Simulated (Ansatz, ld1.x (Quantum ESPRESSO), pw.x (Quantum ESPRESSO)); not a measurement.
**pw.x on fcc Al: one setting changed**

Potential: norm-conserving Troullier–Martins (Kleinman–Bylander form), ld1.x (Quantum ESPRESSO) 7.5, PBE; core [Ne], reference 3s2 3p1; waves: 3s (bound): rc 1.85 bohr; 3p (bound): rc 1.80 bohr; 3d channel at 0.45 Ry: rc 1.55 bohr; local part: all-electron potential smoothed inside 1.35 bohr (lloc = -1); core correction: a·sin(br)/r model core, default radius (core density twice the valence density).

The reference run (k-mesh 14³, cutoffs 50/200 Ry, Fermi–Dirac 0.01 Ry, mixing_beta 0.4, conv_thr 1e-9, no spin) gives -1.10 GPa at 16.527 Å³/atom, where all-electron LAPW gives -0.17 GPa. This run, with its own iteration cap, changes k-mesh shift to 1.

```
&control
  calculation='scf', prefix='x', pseudo_dir='./', outdir='./tmp', tstress=.true., disk_io='none'
/
&system
  ibrav=0, nat=1, ntyp=1, ecutwfc=50, ecutrho=200, nbnd=8,
  occupations='smearing', smearing='fd', degauss=0.01
/
&electrons
  conv_thr=1e-09, mixing_beta=0.4, electron_maxstep=70
/
ATOMIC_SPECIES
Al 1.0 Al.UPF
CELL_PARAMETERS angstrom
  0.00000000 2.02172157 2.02172157
  2.02172157 0.00000000 2.02172157
  2.02172157 2.02172157 0.00000000
ATOMIC_POSITIONS crystal
Al 0.0000 0.0000 0.0000
K_POINTS automatic
14 14 14 1 1 1
```

```bash
pw.x < Al.scf.in > Al.scf.out
```

How does the run end?

It converges in 6 iterations; the free energy moves by -4.6 meV/atom and the pressure by +0.10 GPa.

```
Message from routine setup:
     using ibrav=0 with symmetry is DISCOURAGED, use correct ibrav instead
     lattice parameter (alat)  =       5.4030  a.u.
     unit-cell volume          =     111.5297 (a.u.)^3
     number of electrons       =         3.00
     number of Kohn-Sham states=            8
     kinetic-energy cutoff     =      50.0000  Ry
     charge density cutoff     =     200.0000  Ry
     scf convergence threshold =      1.0E-09
     Exchange-correlation= PBE
     number of k points=   280  Fermi-Dirac smearing, width (Ry)=  0.0100
     iteration #  1     ecut=    50.00 Ry     beta= 0.40
     total energy              =      -5.47481494 Ry
     estimated scf accuracy    <       0.00652813 Ry
     iteration #  2     ecut=    50.00 Ry     beta= 0.40
     total energy              =      -5.47407342 Ry
     estimated scf accuracy    <       0.00211698 Ry
     iteration #  3     ecut=    50.00 Ry     beta= 0.40
     total energy              =      -5.47415073 Ry
     estimated scf accuracy    <       0.00000325 Ry
     iteration #  4     ecut=    50.00 Ry     beta= 0.40
     total energy              =      -5.47415724 Ry
     estimated scf accuracy    <       0.00000012 Ry
     iteration #  5     ecut=    50.00 Ry     beta= 0.40
     total energy              =      -5.47415723 Ry
     estimated scf accuracy    <       0.00000005 Ry
     iteration #  6     ecut=    50.00 Ry     beta= 0.40
     the Fermi energy is     7.9072 ev
!    total energy              =      -5.47415723 Ry
     estimated scf accuracy    <          3.5E-10 Ry
     smearing contrib. (-TS)   =      -0.00191560 Ry
     The total energy is F=E-TS. E is the sum of the following terms:
     one-electron contribution =       2.93300517 Ry
     hartree contribution      =       0.00762712 Ry
     xc contribution           =      -3.01256528 Ry
     ewald contribution        =      -5.40030864 Ry
     convergence has been achieved in   6 iterations
          total   stress  (Ry/bohr**3)                   (kbar)     P=      -10.02
     Message from routine punch:
     Nothing written, as per user request (disk_io='none')
```

The run took about 16 s on one core of a shared host (Neoverse-V1, 32 threads, 247 GiB, load 16).
